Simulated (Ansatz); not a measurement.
**Corundum (α-Al2O3)**

Calculation: RPBE (Ansatz, a program for electronic structure, plane waves, PAW).

Settings: plane-wave cutoff 520 eV, 8×8×8 k mesh, Fermi–Dirac smearing 0.01 eV, scalar-relativistic PAW data made under PBE.

Cell: relaxed at this level.

```
Item                                                   Value
------------------------------------------  ----------------
equilibrium volume per atom                     8.95 Å³/atom
bulk modulus                                         218 GPa
lattice constant a                                   4.843 Å
lattice parameter c                                 13.226 Å
band gap                                    5.69 eV (direct)
pressure derivative B′ of the bulk modulus               4.0
```

Measured, for comparison: bulk modulus 254 GPa (298 K, copied from a table, unchecked, no zero-point or thermal correction, with K' = 4.34, our sources range from 239 to 254; as tabulated in BurnMan's mineral tables); lattice constant a 4.759 Å, lattice parameter c 12.991 Å (temperature not stated, no zero-point or thermal correction; as tabulated in Lallet et al. (2009), arXiv:0801.3594). Computed (rounded) less measured: bulk modulus not scored (unchecked), lattice constant a +1.8 %, lattice parameter c +1.8 %.

Note: the bulk modulus comes from volumes at which shape and atoms were relaxed.

Computed values are for the static lattice.

Cost on a shared machine: about 10 core-minutes (a rough figure).
